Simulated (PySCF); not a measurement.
Compound: C₅H₉F.
SMILES with atom numbers: `[CH2:1]=[CH:2][C@H:3]([CH3:4])[CH2:5][F:6]` (hydrogens: H7, H8 on C1; H9 on C2; H10 on C3; H11, H12, H13 on C4; H14, H15 on C5)

Cartesian coordinates in Å at the GFN2-xTB level; atoms count from 1:
```xyz
15
C5H9F angstrom
C      2.025   -0.595   -0.819
C      0.728   -0.358   -0.809
C     -0.036    0.128    0.388
C     -1.079   -0.910    0.809
C     -0.715    1.464    0.072
F     -1.609    1.331   -0.962
H      2.637   -0.450    0.057
H      2.533   -0.947   -1.700
H      0.130   -0.511   -1.697
H      0.657    0.308    1.217
H     -1.805   -1.052    0.012
H     -0.597   -1.863    1.015
H     -1.604   -0.583    1.704
H     -1.285    1.831    0.932
H      0.017    2.215   -0.242
```

The closed-shell ground state was solved at several levels (PySCF, density fitting, gas phase, non-relativistic).

```json
{"level": "B3LYP/pcJ-1", "basis functions": "252", "total energy (Eh)": "-295.7853", "HOMO (eV)": "-7.34", "LUMO (eV)": "0.11", "gap (eV)": "7.45", "dipole (D)": "1.63"}
{"level": "PBE0/pcSseg-1", "basis functions": "147", "total energy (Eh)": "-295.3943", "HOMO (eV)": "-7.59", "LUMO (eV)": "0.34", "gap (eV)": "7.93", "dipole (D)": "1.65"}
```

Q: Estimate the row for CAM-B3LYP/def2-SVPD, a basis of 195 functions; the other rows only guide the guess.

A: Total energy -295.4226 Eh, HOMO -8.98 eV, LUMO 1.32 eV, gap 10.30 eV, dipole 1.73 D.

Q: Over all these levels, which gives the widest orbital gap and which the narrowest?

A: CAM-B3LYP/def2-SVPD (range-separated hybrid) has the widest, 10.30 eV, and B3LYP/pcJ-1 (global hybrid, 20 % exact exchange) the narrowest, 7.45 eV. Functional and basis both differ between the two, so the spread mixes both effects.

Q: How far do the dipole and the HOMO energy spread over the levels?

A: The dipole runs from 1.63 to 1.73 D (mean 1.67 D) and the HOMO from -8.98 to -7.34 eV.

One conformer stands for the species.
